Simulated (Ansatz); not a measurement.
# H4LiNSi (SMILES [Li][NH][SiH3]): single points off equilibrium

An exercise on one series of results from a longer session: the logs are not shown, and one member is left open.

Program: Ansatz 0.2.0, Gaussian basis. Level of theory: single points in def2-TZVPP. These are calculated values, not measurements.

Cores are frozen in the correlated methods. The outer core shell of Li, Na, Mg and K is correlated.

## Starting geometry

SMILES `[Li][NH][SiH3]`, 7 atoms, charge 0, spin multiplicity 1.

Atoms are counted from 1 here; the program's logs count them from 0.

Bond lengths: Li1–N2 1.852 Å, N2–Si3 1.888 Å, N2–H4 1.310 Å, Si3–H5 1.693 Å, Si3–H6 1.506 Å, Si3–H7 1.471 Å. Angles: Li1–N2–Si3 133.7°, Li1–N2–H4 115.0°, Si3–N2–H4 110.9°, N2–Si3–H5 111.7°, N2–Si3–H6 99.6°, N2–Si3–H7 111.0°, H5–Si3–H6 110.2°, H5–Si3–H7 105.9°, H6–Si3–H7 118.6°.

Coordinates:

```
Li   -2.1033   -1.3680    0.9048
N    -0.5723   -0.8472    0.0012
Si    0.5335    0.6804    0.0813
H    -0.0451   -1.7652   -0.7702
H     0.5706    1.5047   -1.3969
H    -0.2229    1.4833    1.1070
H     1.9270    0.3070    0.3685
```

Set-up of the first run:

run/in.yaml

```yaml
crystal:
  periodic: [false, false, false]
  atoms:
    - {symbol: Li, position_ang: [-2.103300, -1.368000, 0.904800]}
    - {symbol: N, position_ang: [-0.572300, -0.847200, 0.001200]}
    - {symbol: Si, position_ang: [0.533500, 0.680400, 0.081300]}
    - {symbol: H, position_ang: [-0.045100, -1.765200, -0.770200]}
    - {symbol: H, position_ang: [0.570600, 1.504700, -1.396900]}
    - {symbol: H, position_ang: [-0.222900, 1.483300, 1.107000]}
    - {symbol: H, position_ang: [1.927000, 0.307000, 0.368500]}
basis:
  gaussian: {orbitals: def2-TZVPP}
correlation: {method: ccsd_t}
output: {forces: true}
```

No record of the launch command was kept for these runs.

Among the steps run: CCSD(T)/def2-TZVPP; PBE0-D4/def2-TZVPP; wB97M-V/def2-TZVPP; r2SCAN-D4/def2-TZVPP; PBE-D4/def2-TZVPP; wB97X-V/def2-TZVPP; revPBE-D4/def2-TZVPP.

One of the session's tables, all rows but one given; the rest of the session is left out.

| method | RMS force component (eV/Å) | angle to CCSD(T) forces (°) | dipole (D) |
| --- | --- | --- | --- |
| CCSD(T) | 1.759 | reference | 6.66 |
| PBE0-D4 | 1.811 | 2.1 | 6.59 |
| wB97M-V | 1.826 | 1.5 | 6.56 |
| r2SCAN-D4 | 1.768 | 1.5 | 6.70 |
| PBE-D4 | ? | ? | ? |
| wB97X-V | 1.860 | 1.5 | 6.58 |
| revPBE-D4 | 1.607 | 4.2 | 6.54 |

**Question.** Estimate the row for PBE-D4.

**Answer.** RMS force component (eV/Å): 1.656; angle to CCSD(T) forces (°): 3.9; dipole (D): 6.50. In the column «RMS force component (eV/Å)» it lies between revPBE-D4 (1.607) and CCSD(T) (1.759).
